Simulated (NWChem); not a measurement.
**One shape, several levels: C2H3B (BH2(CCH))**

Aim: a comparison of 6 runs (HF/STO-3G, B3LYP/6-31G*, M06-2X/cc-pVDZ, PBE0/def2-SVP, MP2/def2-SVP, CCSD(T)/def2-SVP) of C2H3B (BH2(CCH)). 

The calculation is run with NWChem 7.3.0.

## (1) The molecule

C2H3B: 6 atoms, total charge 0, spin state singlet. SMILES: `[H]B([H])C#C`. Geometry: relaxed at GFN2-xTB.

Bond lengths: B1–C4 1.497 Å, C4–C5 1.207 Å, B1–H2 1.170 Å, B1–H3 1.170 Å, C5–H6 1.052 Å. Angles: B1–C4–C5 179.9°, H2–B1–C4 119.5°, H3–B1–C4 119.5°, C4–C5–H6 179.8°, H2–B1–H3 121.0°.

## (2) Energy and gradient at HF/STO-3G (run 1)

The input, c2h3b.nw:

```
start c2h3b
title "C2H3B gradient"
memory 2200 mb

geometry noautosym nocenter noautoz
 B     0.568000    0.981560    0.005360
 H     1.733690    0.971960    0.100340
 H    -0.021130    1.988210   -0.085920
 C    -0.181700   -0.313780   -0.000530
 C    -0.784880   -1.359230   -0.006870
 H    -1.313990   -2.268710   -0.012390
end

basis "ao basis" spherical bse
 B library STO-3G
 H library STO-3G
 C library STO-3G
end

scf
 thresh 1e-08
 maxiter 80
 print low
end

task scf gradient
```

Run with:

```
$ nwchem c2h3b.nw > c2h3b.out
```

Log:

```text
[...]
  functions       =    18
[...]
  wavefunction    = RHF
[...]
         Total SCF energy =   -100.820695383609
      One-electron energy =   -228.790384285194
      Two-electron energy =     80.959274288637
 Nuclear repulsion energy =     47.010414612948
        Time for solution =      0.2s
[...]
                         RHF ENERGY GRADIENTS
    atom               coordinates                        gradient
                 x          y          z           x          y          z
   1 B       1.073364   1.854879   0.010129   -0.005068  -0.009229   0.000012
   2 H       3.276199   1.836738   0.189615    0.005166  -0.002445   0.000502
   3 H      -0.039930   3.757172  -0.162365   -0.004823   0.003447  -0.000563
   4 C      -0.343363  -0.592958  -0.001002    0.040400   0.070350   0.000460
   5 C      -1.483208  -2.568572  -0.012982   -0.043673  -0.076155  -0.000493
   6 H      -2.483081  -4.287240  -0.023414    0.007998   0.014032   0.000081
 Task  times  cpu:        0.3s     wall:        0.3s
 Total times  cpu:        0.3s     wall:        0.3s
```

Wall time 0.74 s (1 thread of AMD EPYC 9R45 (Zen 5), shared host); peak memory 0.1 GiB.

## (3) Energy and forces at B3LYP/6-31G(d) (Cartesian functions) (run 2)

The input, c2h3b.nw:

```
START c2h3b
TITLE "C2H3B gradient"
memory stack 880 mb heap 220 mb global 1100 mb
charge 0

GEOMETRY units angstrom noautosym nocenter noautoz
  B        0.568000       0.981560       0.005360
  H        1.733690       0.971960       0.100340
  H       -0.021130       1.988210      -0.085920
  C       -0.181700      -0.313780      -0.000530
  C       -0.784880      -1.359230      -0.006870
  H       -1.313990      -2.268710      -0.012390
END

BASIS cartesian
  * library 6-31G*
END

DFT
  xc b3lyp
  grid xfine
  convergence energy 1e-08
  maxiter 100
  mulliken
END

TASK dft gradient
```

Run with:

```
$ nwchem c2h3b.nw > c2h3b.out
```

Log:

```text
[...]
          Wavefunction type:  closed shell.
          No. of atoms     :     6
          No. of electrons :    20
[...]
          Charge           :     0
          Spin multiplicity:     1
[...]
          AO basis - number of functions:    51
[...]
              XC Information
              --------------
                         B3LYP Method XC Potential
                     Hartree-Fock (Exact) Exchange  0.200
                        Slater Exchange Functional  0.800 local
                    Becke 1988 Exchange Functional  0.720 non-local
              Lee-Yang-Parr Correlation Functional  0.810
                  VWN I RPA Correlation Functional  0.190 local
[...]
 d= 0,ls=0.0,diis     1   -102.7443605867 -1.50D+02  1.35D-02  3.31D-01     0.6
[...]
 d= 0,ls=0.0,diis    10   -102.7825874455 -1.01D-09  3.42D-07  2.09D-10     5.5
         Total DFT energy =     -102.782587445534
      One electron energy =     -229.547099615431
           Coulomb energy =       95.719750807711
    Exchange-Corr. energy =      -15.965653250760
 Nuclear repulsion energy =       47.010414612948
[...]
      Total Density - Mulliken Population Analysis
     ---------------------------------------------
    Atom       Charge   Shell Charges
 -----------   ------   -------------------------------------------------------
    1 B    5     5.08   1.99  0.59  1.47  0.48  0.48  0.06
    2 H    1     1.00   0.53  0.48
    3 H    1     1.00   0.53  0.48
    4 C    6     5.91   1.99  0.72  2.01  0.71  0.51 -0.02
    5 C    6     6.20   1.99  0.72  1.99  0.61  0.90 -0.00
    6 H    1     0.80   0.52  0.29
[...]
  wavefunction    = closed shell
                         DFT ENERGY GRADIENTS
    atom               coordinates                        gradient
                 x          y          z           x          y          z
   1 B       1.073364   1.854879   0.010129    0.004580   0.007566   0.000072
   2 H       3.276199   1.836738   0.189615   -0.012377  -0.001200  -0.000972
   3 H      -0.039930   3.757172  -0.162365    0.005029  -0.011193   0.000871
   4 C      -0.343363  -0.592958  -0.001002   -0.008544  -0.014621  -0.000061
   5 C      -1.483208  -2.568572  -0.012982    0.005001   0.008456   0.000025
   6 H      -2.483081  -4.287240  -0.023414    0.006311   0.010992   0.000065
[...]
```

Run time: 6.9 s. Hardware: 1 thread of AMD EPYC 9R45 (Zen 5), shared host; peak memory 0.13 GiB.

Run 3 isn't shown in full; the table further down has it.

## (4) Energy and forces at PBE0/def2-SVP (run 4)

The input, a.xyz:

```xyz
6
BH2(CCH)
B      0.568000     0.981560     0.005360
H      1.733690     0.971960     0.100340
H     -0.021130     1.988210    -0.085920
C     -0.181700    -0.313780    -0.000530
C     -0.784880    -1.359230    -0.006870
H     -1.313990    -2.268710    -0.012390
```

The input, a.nw:

```
start a
title "BH2(CCH)"
memory stack 880 mb heap 220 mb global 1100 mb
geometry noautosym nocenter noautoz
 load format xyz a.xyz
end
basis spherical bse
 B library def2-SVP
 H library def2-SVP
 C library def2-SVP
end
dft
 xc pbe0
 grid xfine
 convergence energy 1e-08
 maxiter 100
 mulliken
end
task dft gradient
```

Run with:

```
$ nwchem a.nw > a.out
```

Log:

```text
[...]
          Wavefunction type:  closed shell.
          No. of atoms     :     6
          No. of electrons :    20
[...]
          Charge           :     0
          Spin multiplicity:     1
[...]
          AO basis - number of functions:    57
[...]
              XC Information
              --------------
                         PBE0 Method XC Functional
                     Hartree-Fock (Exact) Exchange  0.250
          PerdewBurkeErnzerhof Exchange Functional  0.750
            Perdew 1991 LDA Correlation Functional  1.000 local
           PerdewBurkeErnz. Correlation Functional  1.000 non-local
[...]
 d= 0,ls=0.0,diis     1   -102.5247936554 -1.50D+02  1.08D-02  2.14D-01     0.7
[...]
 d= 0,ls=0.0,diis    10   -102.5564576384 -5.05D-10  2.66D-07  6.51D-11     5.7
         Total DFT energy =     -102.556457638354
      One electron energy =     -229.284735084817
           Coulomb energy =       95.507047382618
    Exchange-Corr. energy =      -15.789184549104
 Nuclear repulsion energy =       47.010414612948
[...]
      Total Density - Mulliken Population Analysis
     ---------------------------------------------
    Atom       Charge   Shell Charges
 -----------   ------   -------------------------------------------------------
    1 B    5     4.98   1.99  0.86  0.18  1.55  0.37  0.04
    2 H    1     1.01   0.75  0.25  0.01
    3 H    1     1.01   0.75  0.25  0.01
    4 C    6     5.90   1.99  0.92  0.38  2.02  0.58  0.02
    5 C    6     6.13   1.99  0.91  0.54  2.00  0.67  0.02
    6 H    1     0.96   0.74  0.19  0.03
[...]
  wavefunction    = closed shell
                         DFT ENERGY GRADIENTS
    atom               coordinates                        gradient
                 x          y          z           x          y          z
   1 B       1.073364   1.854879   0.010129    0.005963   0.009929   0.000075
   2 H       3.276199   1.836738   0.189615   -0.018851  -0.000835  -0.001512
   3 H      -0.039930   3.757172  -0.162365    0.008564  -0.016620   0.001394
   4 C      -0.343363  -0.592958  -0.001002   -0.010468  -0.017905  -0.000083
   5 C      -1.483208  -2.568572  -0.012982    0.005047   0.008494   0.000023
   6 H      -2.483081  -4.287240  -0.023414    0.009745   0.016937   0.000103
[...]
```

Wall time 7.5 s (1 thread of AMD EPYC 9R45 (Zen 5), shared host); peak memory 0.13 GiB.

Run 5 isn't shown in full; the table further down has it.

## (5) The energy at CCSD(T)/def2-SVP (run 6)

The input, mol.nw:

```
start mol
title "C2H3B ccsd(t)"
memory 2200 mb

geometry noautosym nocenter noautoz
 B      0.568000     0.981560     0.005360
 H      1.733690     0.971960     0.100340
 H     -0.021130     1.988210    -0.085920
 C     -0.181700    -0.313780    -0.000530
 C     -0.784880    -1.359230    -0.006870
 H     -1.313990    -2.268710    -0.012390
end

basis spherical bse
 * library def2-SVP
end

scf
 nopen 0
 rhf
 thresh 1e-08
 maxiter 80
end

ccsd
 freeze core 3
 maxiter 60
end

task ccsd(t) energy
```

Run with:

```
$ nwchem mol.nw > mol.out
```

Log:

```text
[...]
  functions       =    57
[...]
  wavefunction    = RHF
[...]
         Total SCF energy =   -102.010657844304
      One-electron energy =   -228.973949259823
      Two-electron energy =     79.952876802572
 Nuclear repulsion energy =     47.010414612948
        Time for solution =      1.2s
[...]
 Total MP2 energy:           -102.339307616582175
[...]
             energy      energy      error      ampl     ampl      Block
                                                time     time      time
[...]
 Total CCSD energy:           -102.367449163033754
[...]
 Total CCSD+T(CCSD) energy:           -102.382407703553184
[...]
 Total CCSD(T) energy:                -102.381740479660550
[...]
```

It took 10 s on 1 thread of AMD EPYC 9R45 (Zen 5), shared host; peak memory 0.13 GiB.

## (6) All runs side by side

| run | level | Cartesian functions | iteration cap | energy (Eh) | largest force (eV/Å) | wall time |
| --- | --- | --- | --- | --- | --- | --- |
| 1 | HF/STO-3G | no | 80 | -100.820695 | 4.514 | 0.74 s |
| 2 | B3LYP/6-31G* (Cartesian functions) | yes | 100 | -102.782587 | 0.871 | 6.9 s |
| 3 | M06-2X/cc-pVDZ | no | 100 | -102.733881 | 0.934 | 11 s |
| 4 | PBE0/def2-SVP | no | 100 | -102.556458 | 1.067 | 7.5 s |
| 5 | MP2/def2-SVP | no | 80 | -102.339308 | 1.888 | 3.9 s |
| 6 | CCSD(T)/def2-SVP | no | 80 | -102.381740 | – | 10 s |

## (7) Results

| quantity | value |
| --- | --- |
| run 6: total energy | -102.38174 Eh |
| run 6: HOMO energy (Hartree–Fock orbitals) | -10.84 eV |
| run 6: LUMO energy (Hartree–Fock orbitals) | 1.43 eV |
| run 6: HOMO–LUMO gap (Hartree–Fock orbitals) | 12.27 eV |
| run 6: correlation energy (3 core orbitals frozen) | -371.1 mEh |
| run 6: (T) correction | -14.29 mEh |

In words: Over runs 2, 3, 4, 5 the dipole moment (its size) runs from 0.85 D (M06-2X/cc-pVDZ) to 1.10 D (B3LYP/6-31G*). The two ends differ in method and basis. Over runs 2, 3, 4 the HOMO–LUMO gap runs from 5.36 eV (B3LYP/6-31G*) to 7.88 eV (M06-2X/cc-pVDZ). Totals of different functionals can't be ranked against each other. In run 1 the basis is minimal, so the values are rough. All runs together took 41 s, the longest 11 s.
